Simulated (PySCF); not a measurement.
Orbital picture of O₂⁺

BP86 at R = 1.115 Å; PySCF, no relativity, basis sets O 6-31G(d,p). State: ²Πg (doublet), unpaired electrons π ↑. Only the outer orbitals are listed.

| spin | orbital | occ. | ε (eV) | main shells (%) |
| --- | --- | --- | --- | --- |
| α | σg | 1 | -48.32 | 75 s, 24 p |
| α | σu | 1 | -31.83 | 90 s, 10 p |
| α | πu | 1 | -26.80 | 98 p |
| α | πu | 1 | -26.74 | 98 p |
| α | σg | 1 | -25.98 | 72 p, 27 s |
| α | πg | 1 | -18.18 | 100 p |
| α | πg | 0 | -17.94 | 100 p |
| α | σu | 0 | -4.36 | 94 p |
| α | πu | 0 | 8.98 | 99 p |
| β | σg | 1 | -47.75 | 74 s, 25 p |
| β | σu | 1 | -30.92 | 89 s, 10 p |
| β | πu | 1 | -26.40 | 98 p |
| β | σg | 1 | -25.46 | 71 p, 28 s |
| β | πu | 1 | -25.15 | 98 p |
| β | πg | 0 | -17.49 | 100 p |
| β | πg | 0 | -16.12 | 100 p |
| β | σu | 0 | -3.79 | 93 p |

Which are the highest filled and the lowest empty level, where do they sit, and how wide is the gap?

Highest filled α πg at -18.18 eV (in %: 100 p); lowest empty α πg at -17.94 eV (in %: 100 p); the gap at BP86 is 0.24 eV. Both belong to one degenerate shell, split only by its one-sided filling, so this is no excitation gap.

- bond order (Mayer): 2.29
- ⟨S²⟩: 0.751

The state is the lowest determinant that a PBE0 search found; another state may lie lower at other levels.
